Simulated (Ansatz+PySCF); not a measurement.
A calculation with PySCF 2.14.0.

```python
from pyscf import gto, scf, cc

mol = gto.M(atom="""
F 0.000000 0.000000 0.000000
F 0.000000 0.000000 1.640000
""", basis='sto-3g', charge=1, spin=1)
mf = scf.UHF(mol)
mf.kernel()
mycc = cc.CCSD(mf, frozen=2).run()
et = mycc.ccsd_t()
print(mf.e_tot, mycc.e_corr, et, mycc.e_tot + et)
```

The script is written out from the run's settings.

The run gave:

```
Converged                       : yes
Reference energy                : -195.39016 hartree
CCSD correlation energy         : -0.21883 hartree
Triples correction              : -0.00291 hartree
Total energy                    : -195.61191 hartree
Spin squared of the determinant : 0.750
```

The reference isn't the lowest determinant (another lies 3.24 eV lower), but the same method gives a higher total on the lower determinant. Caution: large amplitudes, a single reference is doubtful; the charge can sit on one fragment and break the point group.
